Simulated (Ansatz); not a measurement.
Mulliken charges of OS (triplet) from ωB97M-V/def2-TZVPP in Ansatz (PBE0-D4/def2-TZVP geometry).

| atom | x (Å) | y (Å) | z (Å) | charge (e) |
| --- | --- | --- | --- | --- |
| O1 | 0.000 | 0.000 | -0.994 | -0.291 |
| S2 | 0.000 | 0.000 | 0.486 | 0.291 |

Question: By hand: the dipole of these point charges (1 e Å = 4.8032 D).

Answer: Σ q r = (0.000, 0.000, 0.431) e Å, of length 0.431 e Å = 2.07 D.

Question: How does the dipole of the full density compare? (Best estimate.)

Answer: Ansatz gave: (0.000, 0.000, 0.341) e Å, 1.64 D; the point charges give 1.26 times that, at 0° from its direction.

Point charges leave out the atoms' own dipoles, such as those of lone pairs, and Mulliken's split depends on the basis, so the two needn't agree.
